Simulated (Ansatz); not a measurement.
in.yaml

```yaml
crystal:
  periodic: [false, false, false]
  atoms:
    - {symbol: Ge, position_ang: [0.000000, -0.050581, 0.287692]}
    - {symbol: N, position_ang: [0.000000, 0.199167, -1.406789]}
    - {symbol: H, position_ang: [0.000000, 1.385599, 0.948607]}
    - {symbol: H, position_ang: [0.000000, -0.508046, -2.132666]}
basis:
  gaussian: {orbitals: cc-pVDZ}
magnetization: {spin_polarized: false, initial_magnetization: 1}
correlation: {active_space: {ras: {orbitals: [5, 1, 30], electrons: 11, max_holes: 2, max_particles: 2}, fixed_orbitals: true}}
accuracy: high
scf: {lower_state_search: full}
```

```sh
$ ansatz run in.yaml --threads 1 --pin off --events-out ev --progress --plain --max-ram 2393MiB
```

The program prints:

```
1074 factors; integrals over basis functions are off by at most 4.4e-9 eV
mean field evaluation 1: about -57979.5086 eV, gradient 3.7e1 eV
mean field evaluation 2: about -57979.5179 eV, gradient 3.7e1 eV
mean field evaluation 4: about -57983.3920 eV, gradient 3.9e0 eV
mean field evaluation 8: about -57983.5096 eV, gradient 1.1e0 eV
mean field evaluation 16: about -57983.7467 eV, gradient 2.1e-4 eV
mean field evaluation 32: about -57982.1562 eV, gradient 6.3e0 eV
mean field evaluation 64: about -57983.7317 eV, gradient 1.4e0 eV
mean field evaluation 96: about -57982.9480 eV, gradient 2.5e-2 eV
mean field evaluation 128: about -57982.9369 eV, gradient 3.0e-1 eV
mean field evaluation 160: about -57982.9480 eV, gradient 1.8e-2 eV
mean field -57983.74671587 eV, -2130.8633890132 hartree, gradient 2.1e-8 eV, S^2 0.750000; 16 other end points of the search recorded, 0 dependent functions left out
reference -57983.74671587 eV, -2130.8633890132 hartree; 21, 20 occupied and 30, 31 virtual orbitals, 1074 factors
state -57990.40057540 eV, -2131.1079138407 hartree
Total energy: -57990.40057540 eV, -2131.1079138407 hartree
```

Ran on 1 thread of Arm Neoverse V2, shared host: 5 s wall, 0.21 GiB peak host memory.
